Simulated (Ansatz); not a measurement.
# How far each method lies from UCCSDT(Q) for [BH₂···H···Br], doublet

Geometry: a point of a hydrogen-transfer path between rigid fragments, not a stationary point.

```xyz
5

B    -3.0225    0.0000    0.0000
H    -3.6192    1.0336    0.0000
H    -3.6192   -1.0336    0.0000
H    -1.1315    0.0000    0.0000
Br    0.5145    0.0000    0.0000
```

Basis cc-pVDZ; Ansatz 0.2.0. Only valence electrons are correlated (noble-gas cores and the filled d shells of p-block atoms frozen), which leaves 13 electrons in 41 orbitals. Prefix R: restricted or restricted open-shell reference; prefix U: unrestricted. Active spaces: valence = (13e, 11o) chosen from the atoms' valence shells; pair = (3e, 3o) about the gap. No spin–orbit coupling is included, and no scalar relativity.

Full CI isn't at hand for all of this; UCCSDT(Q) serves as the reference, and is uncertain by about the last step of the cluster series. The frozen core follows each run's orbitals, which can shift R against U totals by a few meV for light atoms and by up to 0.1 eV past Ca.

* UHF ⟨S²⟩: 0.786
* T1 diagnostic (RCCSD): 0.0207
* largest doubles amplitude (RCCSD): 0.071
* T1 diagnostic (UCCSD): 0.0135

```json
{"level": "UHF", "E − E(UCCSDT(Q)) (kJ/mol)": "628.2", "share of correlation (%)": "2.06", "wall time": "–"}
{"level": "UMP2", "E − E(UCCSDT(Q)) (kJ/mol)": "108.9", "share of correlation (%)": "83.02", "wall time": "–"}
{"level": "UCCSD", "E − E(UCCSDT(Q)) (kJ/mol)": "14.0", "share of correlation (%)": "97.82", "wall time": "–"}
{"level": "UCCSD(T)", "E − E(UCCSDT(Q)) (kJ/mol)": "3.0", "share of correlation (%)": "99.54", "wall time": "2.2 s"}
{"level": "UCCSDT", "E − E(UCCSDT(Q)) (kJ/mol)": "0.9", "share of correlation (%)": "99.86", "wall time": "–"}
```

The correlation energy at UCCSDT(Q), counted from RHF, is -6.648 eV. That run took 24 s on 1 thread of Intel Xeon 6975P-C, shared host.

Run but not shown, since their state or frozen core can't be matched to the reference's or they repeat it: RHF, RMP2, CISD, RCCSD, RCCSD(T), BCCD(T), RCCSDT, RCCSDT(Q), CASSCF (pair space), NEVPT2 (pair space), MRCISD (pair space), MRCISD+Q (pair space), CASSCF (valence space), NEVPT2 (valence space).

Times hold each run's SCF and search for its determinant on a shared host, so for small cases they say little of a method's own cost; they ran on 1 thread of Intel Xeon 6975P-C.

Natural occupations of CASSCF (valence space) about the gap: 1.999 1.978 1.977 1.955 1.003 0.045 0.018 0.017 0.009; effectively unpaired electrons, Σ n²(2−n)², 1.02.
